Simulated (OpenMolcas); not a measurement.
# C2H3N (acetonitrile): levels of theory compared

Wanted: a comparison of 6 runs (HF/3-21G, B3LYP/6-31G*, BHLYP/def2-TZVP, BLYP/def2-TZVP, M06-2X/def2-TZVP, PBE/def2-TZVP) of C2H3N (acetonitrile). 

The results are computed with OpenMolcas 26.06.

1 further run of the same task is left out (set aside as unsound or not needed).

## Step 1: The structure to begin with

C2H3N has 6 atoms, charge 0, and is taken as a singlet. SMILES: `CC#N`. The C1–C2 distance was set to 2.174 Å, away from the relaxed value. At this shape a bond of the SMILES string is far longer than usual.

Bond lengths: C2–N3 1.149 Å, C1–H4 1.091 Å, C1–H5 1.091 Å, C1–H6 1.091 Å. Angles: H4–C1–H5 108.8°, H4–C1–H6 108.8°, H5–C1–H6 108.8°. A long bond or contact: C1–C2 2.174 Å.

## Step 2: A single-point energy at HF/3-21G (run 1)

Input file calc.input:

```
&GATEWAY
  BasLib
  $CurrDir
  Coord
  6
  bohr
  C     -1.32068612     1.57615064    -1.00731851
  C      1.04864682    -1.25139554     0.79988327
  N      2.30094943    -2.74607442     1.75496975
  H     -0.57035147     2.04378227    -2.86975699
  H     -3.24079905     0.85758228    -1.22454253
  H     -1.37690548     3.29003775     0.13713742
  Basis
  3-21G
  Group
  NoSym

&SEWARD

&SCF
  Thresholds
  1e-10 1e-07 1e-07 1e-05
  PrOrbitals
  0
```

The basis set 3-21G is read from a file made from the Basis Set Exchange's data (not shown).

Started as:

```
$ export MOLCAS_MEM=1860
$ pymolcas calc.input > calc.log
```

What it wrote:

```text
--- Start Module: gateway ---
[...]
--- Stop Module: gateway /rc=_RC_ALL_IS_WELL_ ---
--- Start Module: seward ---
[...]
      Basis functions           33
--- Stop Module: seward /rc=_RC_ALL_IS_WELL_ ---
--- Start Module: scf ---
[...]
       Convergence after  13 Iterations
[...]
::    Total SCF energy                               -131.0716680452
[...]
      Total spin, S                                     0.0000000000
[...]
      Total electronic charge=   22.000000
      Total            charge=   -0.000000
[...]
      Dipole Moment (debye):
      Origin of the operator (angstrom)=    0.3060   -0.3652    0.2334
                   X= -3.5365E+00               Y=  4.2206E+00               Z= -2.6974E+00           Total=  6.1316E+00
      Quadrupole Moment (debye*angstrom):
[...]
--- Stop Module: scf /rc=_RC_ALL_IS_WELL_ ---
[...]
```

Wall time 1.8 s (1 thread of Intel Xeon Platinum 8488C (Sapphire Rapids), shared host); peak memory 0.37 GiB.

## Step 3: A single-point energy at B3LYP/6-31G(d) (spherical functions) (run 2)

Input file coord.xyz:

```xyz
6

C     -0.698877     0.834063    -0.533050
C      0.554920    -0.662210     0.423280
N      1.217610    -1.453160     0.928690
H     -0.301817     1.081523    -1.518610
H     -1.714957     0.453813    -0.648000
H     -0.728627     1.741013     0.072570
```

Input file mol.input:

```
&GATEWAY
  BasLib=$CurrDir
  Coord=coord.xyz
  Basis=6-31Gs
  Group=NoSym

&SEWARD
  GridInput
  Grid=UltraFine
  End of Grid

&SCF
  KSDFT=B3LYP
  Thresholds=1e-10 1e-07 1e-07 1e-05
  PrOrbitals=1 2
```

The basis set 6-31G* is read from a file made from the Basis Set Exchange's data (not shown).

Started as:

```
$ export MOLCAS_MEM=1860
$ pymolcas mol.input > mol.log
```

What it wrote:

```text
--- Start Module: gateway ---
[...]
--- Stop Module: gateway /rc=_RC_ALL_IS_WELL_ ---
--- Start Module: seward ---
[...]
      Basis functions           48
--- Stop Module: seward /rc=_RC_ALL_IS_WELL_ ---
--- Start Module: scf ---
[...]
       Convergence after  15 Iterations
[...]
::    Total KS-DFT energy                            -132.6441839039
[...]
      Total spin, S                                     0.0000000000
[...]
      Total electronic charge=   22.000000
      Total            charge=   -0.000000
[...]
      Dipole Moment (debye):
      Origin of the operator (angstrom)=    0.3060   -0.3652    0.2334
                   X= -2.9399E+00               Y=  3.5086E+00               Z= -2.2424E+00           Total=  5.0972E+00
      Quadrupole Moment (debye*angstrom):
[...]
--- Stop Module: scf /rc=_RC_ALL_IS_WELL_ ---
[...]
```

It took 9.3 s on 1 thread of Intel Xeon Platinum 8488C (Sapphire Rapids), shared host; peak memory 0.38 GiB.

## Step 4: The energy at BHLYP/def2-TZVP (run 3)

Input file run.inp:

```
&GATEWAY
BasLib=$CurrDir
Coord
6
angstrom
C       -0.698877       0.834063      -0.533050
C        0.554920      -0.662210       0.423280
N        1.217610      -1.453160       0.928690
H       -0.301817       1.081523      -1.518610
H       -1.714957       0.453813      -0.648000
H       -0.728627       1.741013       0.072570
Basis=def2-TZVP
Group=NoSym
&SEWARD
GridInput
Grid=UltraFine
End of Grid
&SCF
KSDFT=HYB_GGA_XC_BHANDHLYP
Thresholds=1e-10 1e-07 1e-07 1e-05
PrOrbitals=1
```

The basis set def2-TZVP is read from a file made from the Basis Set Exchange's data (not shown).

Started as:

```
$ export MOLCAS_MEM=1860
$ pymolcas run.inp > run.log
```

What it wrote:

```text
--- Start Module: gateway ---
[...]
--- Stop Module: gateway /rc=_RC_ALL_IS_WELL_ ---
--- Start Module: seward ---
[...]
      Basis functions          111
--- Stop Module: seward /rc=_RC_ALL_IS_WELL_ ---
[...]
--- Start Module: scf ---
[...]
       Convergence after  14 Iterations
[...]
::    Total KS-DFT energy                            -132.6076977848
[...]
      Total spin, S                                     0.0000000000
[...]
      Total electronic charge=   22.000000
      Total            charge=   -0.000000
[...]
      Dipole Moment (debye):
      Origin of the operator (angstrom)=    0.3060   -0.3652    0.2334
                   X= -3.3549E+00               Y=  4.0039E+00               Z= -2.5589E+00           Total=  5.8168E+00
      Quadrupole Moment (debye*angstrom):
[...]
--- Stop Module: scf /rc=_RC_ALL_IS_WELL_ ---
[...]
```

Wall time 30 s (1 thread of Intel Xeon Platinum 8488C (Sapphire Rapids), shared host); peak memory 0.66 GiB.

Runs 4 to 5 aren't shown in full; the table further down has their settings and results.

## Step 5: The energy at PBE/def2-TZVP (run 6)

coord.xyz is that of step 3.

Input file job.inp:

```
&GATEWAY
 BasLib = $CurrDir
 Coord = coord.xyz
 Basis = def2-TZVP
 Group = NoSym

&SEWARD
 GridInput
 Grid=UltraFine
 End of Grid

&SCF
 KSDFT = PBE
 Thresholds = 1e-10 1e-07 1e-07 1e-05
 PrOrbitals = 1 2
```

The basis set def2-TZVP is read from a file made from the Basis Set Exchange's data (not shown).

Started as:

```
$ export MOLCAS_MEM=1860
$ pymolcas job.inp > job.log
```

What it wrote:

```text
--- Start Module: gateway ---
[...]
--- Stop Module: gateway /rc=_RC_ALL_IS_WELL_ ---
--- Start Module: seward ---
[...]
      Basis functions          111
--- Stop Module: seward /rc=_RC_ALL_IS_WELL_ ---
[...]
--- Start Module: scf ---
[...]
       Convergence after  17 Iterations
[...]
::    Total KS-DFT energy                            -132.5309732000
[...]
      Total spin, S                                     0.0000000000
[...]
      Total electronic charge=   22.000000
      Total            charge=   -0.000000
[...]
      Dipole Moment (debye):
      Origin of the operator (angstrom)=    0.3060   -0.3652    0.2334
                   X= -2.8110E+00               Y=  3.3547E+00               Z= -2.1440E+00           Total=  4.8736E+00
      Quadrupole Moment (debye*angstrom):
[...]
--- Stop Module: scf /rc=_RC_ALL_IS_WELL_ ---
[...]
```

Wall time 41 s (1 thread of Intel Xeon Platinum 8488C (Sapphire Rapids), shared host); peak memory 0.66 GiB.

## Step 6: Overview of the runs

| run | level | integration grid | energy (Eh) | dipole moment (D) | HOMO energy (eV) | LUMO energy (eV) | wall time |
| --- | --- | --- | --- | --- | --- | --- | --- |
| 1 | HF/3-21G | – | -131.071668 | 6.13 | -12.27 | 2.02 | 1.8 s |
| 2 | B3LYP/6-31G* (spherical functions) | UltraFine | -132.644184 | 5.10 | -8.95 | -2.68 | 9.3 s |
| 3 | BHLYP/def2-TZVP | UltraFine | -132.607698 | 5.82 | -10.68 | -1.70 | 30 s |
| 4 | BLYP/def2-TZVP | UltraFine | -132.665570 | 4.97 | -8.10 | -3.80 | 36 s |
| 5 | M06-2X/def2-TZVP | UltraFine | -132.634224 | 5.48 | -10.96 | -1.90 | 38 s |
| 6 | PBE/def2-TZVP | UltraFine | -132.530973 | 4.87 | -8.30 | -3.86 | 41 s |

## Step 7: Outcome

```
            quantity          value
 run 6: total energy  -132.53097 Eh
run 6: dipole moment         4.87 D
  run 6: HOMO energy       -8.30 eV
  run 6: LUMO energy       -3.86 eV
run 6: HOMO–LUMO gap        4.44 eV
```

**Reading.** The dipole moment (its size) runs from 4.87 D (PBE/def2-TZVP) to 6.13 D (HF/3-21G). The two ends differ in method and basis. The HOMO–LUMO gap runs from 4.30 eV (BLYP/def2-TZVP) to 14.28 eV (HF/3-21G). Totals of different functionals can't be ranked against each other. All runs together took 2.6 min, the longest 41 s.
